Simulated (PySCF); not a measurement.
Match the calculated data to a structure.

All candidates are C8H8O.

* 13C NMR: chemical shifts (computed TMS as zero) by class: 200.2 (1 C), 140.0 (1 C), 139.0 (1 C), 135.1 (2 C), 133.8 (2 C), 28.7 (1 C) ppm [GIAO PBE0/pcSseg-1]
* Dipole: 3.13 D [PBE0/pcSseg-1]
* 1H NMR: chemical shifts (computed TMS as zero) by class: 8.39 (2 H), 7.82 (1 H), 7.77 (2 H), 2.66 (3 H) ppm [GIAO PBE0/pcSseg-1]
* Rotational structure: rotational constants A, B, C: 3.724, 1.234, 0.933 GHz [GFN2-xTB]
* NMR, other nuclei: isotropic shieldings of nuclei other than C and H, by class: -313 (1 O) ppm [GIAO PBE0/pcSseg-1]

Electronic properties: PySCF, gas phase, density fitting. Levels stand in brackets. One conformer (not necessarily the lowest) at the GFN2-xTB geometry, without solvent, vibrations or thermal averaging. Each NMR value is the plain mean over a class of atoms that symmetry, rotation or inversion makes alike.

Problem. Which candidate is it?
A. `CC(=O)c1ccccc1`
B. `c1ccc2c(c1)CCO2`
C. `C=C1C=C/C1=C\C(C)=O`

Solution. A. It is `CC(=O)c1ccccc1`. Numbering: `[CH3:1][C:2](=[O:3])[c:4]1[cH:5][cH:6][cH:7][cH:8][cH:9]1`. Its formula, C8H8O, gives 5 degrees of unsaturation: 1 ring and 4 π bonds in the structure found (Kekulé form). 8 carbons fall into 6 classes; from least to most shielded: ketone carbonyl carbon [C2] (200.2 ppm), substituted aromatic carbon [C4] (140.0 ppm), aromatic CH carbon [C7] (139.0 ppm), aromatic CH carbon [C5/C9] (135.1 ppm, 2 C), aromatic CH carbon [C6/C8] (133.8 ppm, 2 C), methyl carbon next to a carbonyl [C1] (28.7 ppm). Hydrogen classes from least to most shielded: 2 H on the ortho carbons, C5/C9 (8.39 ppm, a mean of values up to 0.6 ppm apart in this geometry), 1 H on the para carbon, C7 (7.82 ppm), 2 H on the meta carbons, C6/C8 (7.77 ppm), 3 H on a methyl carbon next to a carbonyl, C1 (2.66 ppm). The other shieldings belong to: -313 ppm, ketone oxygen [O3]. The optimised geometry has point group Cs and is an asymmetric top.

The others, at the same levels:
- `c1ccc2c(c1)CCO2` fails: it has 8 carbon classes against 6; its computed 13C shifts are 168.3 (1 C), 133.4 (1 C), 131.0 (1 C), 130.2 (1 C), 124.5 (1 C), 114.1 (1 C), 72.5 (1 C), 33.5 (1 C) ppm, 1H shifts are 7.51 (1 H), 7.37 (1 H), 7.04 (1 H), 6.96 (1 H), 4.77 (2 H), 3.37 (2 H) ppm and smallest rotational constant is 1.118 GHz (against 0.933 GHz).
- `C=C1C=C/C1=C\C(C)=O` fails: it has 8 carbon classes against 6; its computed 13C shifts are 200.2 (1 C), 165.3 (1 C), 163.5 (1 C), 159.6 (1 C), 155.9 (1 C), 110.4 (1 C), 101.1 (1 C), 34.9 (1 C) ppm, 1H shifts are 8.20 (1 H), 7.60 (1 H), 5.90 (1 H), 5.06 (1 H), 5.00 (1 H), 2.28 (3 H) ppm and smallest rotational constant is 0.793 GHz (against 0.933 GHz).

Each candidate is one conformer, not necessarily the lowest. Dipoles, sizes and rotational constants follow the conformer. The torsions of the flexible species, by atom-mapped SMILES:
- `[CH3:1][C:2](=[O:3])[c:4]1[cH:5][cH:6][cH:7][cH:8][cH:9]1`: C1–C2–C4–C5 0°
- `[CH2:1]=[C:2]1[CH:3]=[CH:4]/[C:5]1=[CH:6]\[C:7]([CH3:8])=[O:9]`: C5–C6–C7–C8 178°
